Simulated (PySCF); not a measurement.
F, charge +2, quartet (a state made from the parent by changing its charge; the spin is typed, not shown lowest); CAMB3LYP/6-31G* run with PySCF.

The PySCF input:
```python
from pyscf import gto, scf, dft

mol = gto.M(
    atom='''
F     0.000000    0.000000    0.000000
''',
    basis='6-31g*',
    charge=2,
    spin=3,
    verbose=5,
)

mf = dft.UKS(mol)
mf.xc = 'camb3lyp'
mf.kernel()
mf.analyze()
```

What the program printed (banner, timings and long lists left out):

```
PySCF version 2.14.0

[INPUT] verbose = 5
[INPUT] max_memory = 4000
[INPUT] num. atoms = 1
[INPUT] num. electrons = 7
[INPUT] charge = 2
[INPUT] spin (= nelec alpha-beta = 2S) = 3
[INPUT] symmetry False subgroup None
[INPUT] Mole.unit = angstrom
[INPUT] Symbol           X                Y                Z      unit          X                Y                Z       unit  Magmom
[...]
[INPUT] ---------------- BASIS SET ----------------
[INPUT] l, kappa, [nprim/nctr], expnt,             c_1 c_2 ...
[INPUT] F
[...]
                                1051.36609        0.0139160796
                                239.28569         0.0684053245
                                67.3974453        0.23318576
                                21.5199573        0.471267439
                                7.4031013         0.356618546
[...]
                                4.80830834        -0.146451658
                                1.34406986        1.12868858
[...]
                                4.80830834        0.345912103
                                1.34406986        0.722469957
[...]
nuclear repulsion = 0
number of shells = 6
number of NR pGTOs = 27
number of NR cGTOs = 14
basis = 6-31g*
ecp = {}

******** <class 'pyscf.dft.uks.UKS'> ********
method = UKS
initial guess = minao
damping factor = 0
level_shift factor = 0
DIIS = <class 'pyscf.scf.diis.CDIIS'>
diis_start_cycle = 1
diis_space = 8
diis_damp = 0
SCF conv_tol = 1e-09
SCF conv_tol_grad = None
SCF max_cycles = 50
direct_scf = True
direct_scf_tol = 1e-13
number electrons alpha = 5  beta = 2
XC library pyscf.dft.libxc version 7.1.2
    S. Lehtola, C. Steigemann, M. J. T. Oliveira, and M. A. L. Marques,  SoftwareX 7, 1–5 (2018)
XC functionals = camb3lyp
    T. Yanai, D. P. Tew, and N. C. Handy,  Chem. Phys. Lett. 393, 51 (2004)
radial grids:
    Treutler-Ahlrichs [JCP 102, 346 (1995); DOI:10.1063/1.469408] (M4) radial grids

becke partition: Becke, JCP 88, 2547 (1988); DOI:10.1063/1.454033
pruning grids: <function nwchem_prune>
grids dens level: 3
symmetrized grids: False
atomic radii adjust function: <function treutler_atomic_radii_adjust>
small_rho_cutoff = 0
Set gradient conv threshold to 3.16228e-05
atom F rad-grids = 75, ang-grids = [ 50  50  50  50  50  50  50  50  50  50  50  50  50  50  50  50  50  50
  50  50  50  50  86  86  86  86  86  86  86  86  86 266 266 266 266 266
 266 302 302 302 302 302 302 302 302 302 302 302 302 302 302 302 302 302
[...]
converged SCF energy = -97.7436611285726  <S^2> = 3.7516853  2S+1 = 4.0008426
Total Energy =                         -97.743661128572640
[...]
0 F 3py         -0.39577  -0.40734   0.81529   0.00000   0.00000
0 F 3pz          0.78779  -0.59984   0.08272  -0.00000  -0.00000
0 F 3dxy        -0.00000   0.00000   0.00000   0.00000   0.02268
0 F 3dyz        -0.00000  -0.00000  -0.00000   0.00000   0.04624
0 F 3dz^2       -0.00000   0.00000  -0.00000   0.00000   0.86133
0 F 3dxz        -0.00000  -0.00000  -0.00000   0.00000   0.00978
0 F 3dx2-y2     -0.00000   0.00000  -0.00000  -0.00000  -0.50534
               #11       #12       #13       #14
0 F 1s           0.00000   0.00000   0.00000  -0.00000
0 F 2s          -0.00000   0.00000   0.00000  -0.00000
0 F 3s          -0.00000   0.00000   0.00000  -0.00000
0 F 2px         -0.00000   0.00000  -0.00000  -0.00000
0 F 2py         -0.00000  -0.00000  -0.00000  -0.00000
0 F 2pz          0.00000  -0.00000  -0.00000  -0.00000
0 F 3px          0.00000   0.00000  -0.00000  -0.00000
0 F 3py         -0.00000  -0.00000  -0.00000  -0.00000
0 F 3pz          0.00000  -0.00000  -0.00000  -0.00000
0 F 3dxy         0.18920   0.00087   0.90870   0.37142
0 F 3dyz         0.67025   0.67036  -0.01268  -0.31478
0 F 3dz^2        0.32142  -0.38373  -0.08692  -0.00278
0 F 3dxz         0.16210   0.24001  -0.39124   0.87347
0 F 3dx2-y2      0.62079  -0.58802  -0.11609   0.00002

To work with the spin densities directly, `use mulliken_meta_spin()` only printing them here.

 ** Mulliken spin pop alpha/beta on meta-lowdin orthogonal AOs **
 ** Mulliken Spin Density (per AO)  **
spin_pop of  0 F 1s       -0.00001
spin_pop of  0 F 2s       -0.00612
spin_pop of  0 F 3s        0.00613
spin_pop of  0 F 2px       0.96171
spin_pop of  0 F 2py       0.96171
spin_pop of  0 F 2pz       0.96171
spin_pop of  0 F 3px       0.03829
spin_pop of  0 F 3py       0.03829
spin_pop of  0 F 3pz       0.03829
spin_pop of  0 F 3dxy      0.00000
spin_pop of  0 F 3dyz      0.00000
spin_pop of  0 F 3dz^2     0.00000
spin_pop of  0 F 3dxz      0.00000
spin_pop of  0 F 3dx2-y2    0.00000
 ** Mulliken Spin Density (per atom)  **
spin density of  0 F =      3.00000
 ** Mulliken pop alpha/beta on meta-lowdin orthogonal AOs **
 ** Mulliken pop       alpha | beta **
[...]
In total             5.00000 | 2.00000
 ** Mulliken atomic charges   ( Nelec_alpha | Nelec_beta ) **
charge of  0F =      2.00000  (     5.00000      2.00000 )

WARN: System has nonzero charge 2; the dipole moment is origin-dependent.
Location of origin: [0. 0. 0.]

Dipole moment(X, Y, Z, Debye): -0.00000, -0.00000, -0.00000
```
